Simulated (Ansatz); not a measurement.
`COC(=S)SC` + `OCCCF` → `COCCCF` + `CSC(O)=S`  (substitution at a C–O bond)

Computed with Ansatz on PBE0-D4/def2-TZVP structures; ΔE is electronic, products minus reactants. CCSD(T)/CBS is the MP2 limit (def2-TZVPP, def2-QZVPP) plus CCSD(T) − MP2 in def2-TZVPP, frozen cores. Functionals use def2-TZVPP. B3LYP here is the variant with VWN-RPA as its local correlation; programs differ in this. One conformer a species, not always the lowest.

```json
{"level": "PBE0-D4", "ΔE (kcal/mol)": "-1.7", "difference from CCSD(T)/CBS": "-0.4"}
{"level": "B3LYP-D4", "ΔE (kcal/mol)": "-1.7", "difference from CCSD(T)/CBS": "-0.4"}
{"level": "ωB97X-V", "ΔE (kcal/mol)": "-1.9", "difference from CCSD(T)/CBS": "-0.6"}
{"level": "ωB97M-V", "ΔE (kcal/mol)": "-1.9", "difference from CCSD(T)/CBS": "-0.6"}
{"level": "r2SCAN", "ΔE (kcal/mol)": "-1.9", "difference from CCSD(T)/CBS": "-0.6"}
{"level": "B3LYP", "ΔE (kcal/mol)": "-2.4", "difference from CCSD(T)/CBS": "-1.1"}
{"level": "CCSD/def2-TZVPP", "ΔE (kcal/mol)": "-2.1", "difference from CCSD(T)/CBS": "-0.8"}
{"level": "HF/def2-QZVPP", "ΔE (kcal/mol)": "-3.3", "difference from CCSD(T)/CBS": "-2.0"}
{"level": "SCS-MP2/def2-QZVPP", "ΔE (kcal/mol)": "-1.4", "difference from CCSD(T)/CBS": "-0.1"}
{"level": "MP2/CBS(def2)", "ΔE (kcal/mol)": "-0.8", "difference from CCSD(T)/CBS": "0.5"}
{"level": "CCSD(T)/CBS", "ΔE (kcal/mol)": "-1.3", "difference from CCSD(T)/CBS": "0"}
```

Largest T1 diagnostic among the species: 0.016.

In def2-TZVPP, CCSD(T) changes the Hartree–Fock value by +1.6 kcal/mol (the triples alone add +0.4 kcal/mol) and MP2 by +2.1 kcal/mol.
